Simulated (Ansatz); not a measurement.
Geometry optimisation, RKS PBE-D4/def2-SVP in Ansatz 0.2.0.

The input (input.yaml):

```yaml
crystal:
  periodic: [false, false, false]
  atoms:
    - { symbol: Al, position_ang: [0.052376, -0.031594, 0.145993] }
    - { symbol: H, position_ang: [0.63299, -0.415009, 1.526107] }
    - { symbol: F, position_ang: [1.610389, 0.437867, -0.231876] }
    - { symbol: "N", position_ang: [-1.415344, -0.007197, -0.837985] }
    - { symbol: H, position_ang: [-2.327843, -0.33188, -0.508349] }
    - { symbol: H, position_ang: [-1.495568, 0.347814, -1.792989] }
basis:
  gaussian: { orbitals: def2-SVP }
hamiltonian:
  xc: pbe
  dispersion: d4
relax:
  f_tol: 0.03
  max_steps: 50
```

Run as:

```bash
$ ansatz run input.yaml --threads 1 --pin off --max-ram 2048MiB --backend cpu --events-out ev --progress --plain --runs-dir out
```

Problem. Where does it end, and by what steps?

Solution. The run converged. After 6 steps the energy has fallen by 0.650 eV; H2 moved furthest, 0.42 Å.

| step | energy less start (eV) | largest force component (eV/Å) | accepted |
| --- | --- | --- | --- |
| 0 | 0.0000 | 1.418 | yes |
| 1 | -0.4608 | 0.903 | yes |
| 2 | -0.6322 | 0.499 | yes |
| 3 | -0.6475 | 0.268 | yes |
| 4 | -0.6458 | 0.479 | no |
| 5 | -0.6496 | 0.114 | yes |
| 6 | -0.6504 | 0.020 | yes |

```xyz
6
Properties=species:S:1:pos:R:3
Al 0.185 -0.016 0.165
H 0.256 -0.550 1.655
F 1.574 0.566 -0.582
N -1.320 -0.002 -0.774
H -2.224 -0.330 -0.427
H -1.414 0.332 -1.736
```

Run time: 9.5 s on 1 thread of Arm Neoverse V2, with other jobs on the host, peak memory 0.12 GiB.
